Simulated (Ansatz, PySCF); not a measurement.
Complex: C2H2 (SMILES C#C) (first 4 atoms) with C2H2 (SMILES C#C); geometry from A24 set.
(charge 0, multiplicity 1):
```xyz
8

C      0.0000     0.6036    -2.1817
H      0.0000     1.6685    -2.1843
C      0.0000    -0.6036    -2.1817
H      0.0000    -1.6685    -2.1843
C      0.0000     0.0000     1.5783
H      0.0000     0.0000     0.5114
C      0.0000     0.0000     2.7858
H      0.0000     0.0000     3.8502
```

Interaction energies are E(AB) − E(A) − E(B) at the monomers' geometry in the complex; basis-set methods are counterpoise corrected. Rows marked so take none.

Rows in 6-31G* carry no dispersion term and start afresh at each structure (6-31G* with six Cartesian d functions).

Codes used: Ansatz (a quantum-chemistry and plane-wave program); PySCF for 6-31G* rows. 

### Question
Give the interaction energy at the level PBE0/def2-TZVPPD.

### Answer
-1.2 kcal/mol

### Question
Predict the interaction energy from M06-2X/6-31G* (no counterpoise).

### Answer
-2.0 kcal/mol

### Question
Estimate the interaction energy that BLYP/def2-TZVPPD returns for this input.

### Answer
-0.4 kcal/mol
